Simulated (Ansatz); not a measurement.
**C5H10S: a ladder of functionals and wavefunction methods**

An exercise on one series of results from a longer session: the logs are not shown, and one member is left open.

Program: Ansatz 0.2.0, Gaussian basis. Level of theory: functionals in def2-TZVPP, the program's frozen cores in correlated methods. These are calculated values, not measurements.

Levels to be run: LDA (SPW92), PBE-D4, revPBE-D4, BLYP-D4, r2SCAN-D4, B97M-V, PBE0-D4, B3LYP-D4, r2SCANh-D4, r2SCAN0-D4, HSE06-D4, BHLYP-D4, CAM-B3LYP-D4, LC-ωPBE, ωB97X-V, ωB97M-V, B2PLYP, PBE-QIDH; CCSD(T)/def2-SVP; CCSD(T)/def2-TZVPP; MP2/def2-QZVPP; extrapolation to the limit; RPA on PBE.

**The geometry**

An earlier PBE0-D4 in a triple-zeta def2 set relaxation fixed the geometry.

SMILES `CC1CCCS1`, 16 atoms, charge 0, spin multiplicity 1.

Atoms are counted from 1 here; the program's logs count them from 0.

Bond lengths: C1–C2 1.514 Å, C1–H7 1.094 Å, C1–H8 1.092 Å, C1–H9 1.092 Å, C2–C3 1.521 Å, C2–S6 1.833 Å, C2–H10 1.095 Å, C3–C4 1.518 Å, C3–H11 1.094 Å, C3–H12 1.096 Å, C4–C5 1.522 Å, C4–H13 1.094 Å, C4–H14 1.093 Å, C5–S6 1.820 Å, C5–H15 1.092 Å, C5–H16 1.090 Å. Angles: C2–C1–H7 110.3°, C2–C1–H8 110.6°, C2–C1–H9 111.5°, H7–C1–H8 108.6°, H7–C1–H9 107.7°, H8–C1–H9 108.0°, C1–C2–C3 114.3°, C1–C2–S6 111.5°, C1–C2–H10 109.3°, C3–C2–S6 105.0°, C3–C2–H10 109.2°, S6–C2–H10 107.3°, C2–C3–C4 107.1°, C2–C3–H11 110.8°, C2–C3–H12 109.1°, C4–C3–H11 112.4°, C4–C3–H12 109.8°, H11–C3–H12 107.6° and more.

The first run:

Input file in.yaml:

```yaml
crystal:
  periodic: [false, false, false]
  atoms:
    - {symbol: C, position_ang: [1.530410, 0.134472, 1.581915]}
    - {symbol: C, position_ang: [0.709685, 0.492062, 0.360863]}
    - {symbol: C, position_ang: [0.347149, -0.694372, -0.519453]}
    - {symbol: C, position_ang: [-0.832558, -0.270582, -1.375559]}
    - {symbol: C, position_ang: [-1.854482, 0.333195, -0.423668]}
    - {symbol: S, position_ang: [-0.895328, 1.243930, 0.826729]}
    - {symbol: H, position_ang: [2.490171, -0.296283, 1.280419]}
    - {symbol: H, position_ang: [1.000653, -0.592701, 2.201436]}
    - {symbol: H, position_ang: [1.738475, 1.012833, 2.196220]}
    - {symbol: H, position_ang: [1.253068, 1.230927, -0.236628]}
    - {symbol: H, position_ang: [1.206231, -1.009513, -1.119251]}
    - {symbol: H, position_ang: [0.060196, -1.538702, 0.117561]}
    - {symbol: H, position_ang: [-0.510563, 0.485510, -2.098191]}
    - {symbol: H, position_ang: [-1.260425, -1.104935, -1.937982]}
    - {symbol: H, position_ang: [-2.442614, -0.444359, 0.068712]}
    - {symbol: H, position_ang: [-2.540067, 1.018529, -0.923123]}
basis:
  gaussian: {orbitals: def2-TZVPP}
hamiltonian: {xc: lda}
output: {orbitals: {seedname: orbitals}}
```

Run with:

```
ansatz run in.yaml --threads 2 --pin off --events-out ev --progress --plain --max-ram 22528MiB --backend cuda --devices 0, --max-vram 18GiB
```

Among the steps run: LDA; PBE-D4 (GGA); revPBE-D4 (GGA); BLYP-D4 (GGA); r2SCAN-D4 (meta-GGA); B97M-V (meta-GGA); B3LYP-D4 (hybrid); r2SCANh-D4 (hybrid); r2SCAN0-D4 (hybrid); HSE06-D4 (hybrid); BHLYP-D4 (hybrid); CAM-B3LYP-D4 (range-separated); LC-ωPBE (range-separated); ωB97X-V (range-separated); ωB97M-V (range-separated); B2PLYP (double hybrid); PBE-QIDH (double hybrid).

One table of the session follows, with a row left open; its other results are not shown here.

It belongs to the step «Orbital energies across the functionals». 

```
  functional  HOMO (eV)  LUMO (eV)  gap (eV)
 LDA (SPW92)      -4.98      -0.29      4.69
      PBE-D4      -4.88      -0.07      4.81
   revPBE-D4      -4.83       0.02      4.86
     BLYP-D4      -4.74       0.03      4.77
   r2SCAN-D4      -5.10       0.24      5.34
      B97M-V      -5.23       0.17      5.40
     PBE0-D4      -6.09       0.91      7.00
    B3LYP-D4      -5.87       0.64      6.51
  r2SCANh-D4      -5.55       0.60      6.15
  r2SCAN0-D4      -6.24       1.12      7.36
    HSE06-D4      -5.69       0.53      6.22
    BHLYP-D4      -7.20       1.69      8.88
CAM-B3LYP-D4      -7.44       1.84      9.29
     LC-ωPBE          ?          ?         ?
     ωB97X-V      -8.48       2.91     11.40
     ωB97M-V      -8.33       2.51     10.85
```

Q: Estimate the row for LC-ωPBE from the others.

**Answer.** HOMO (eV): -8.83; LUMO (eV): 3.12; gap (eV): 11.95. In the column «HOMO (eV)» it is the lowest.
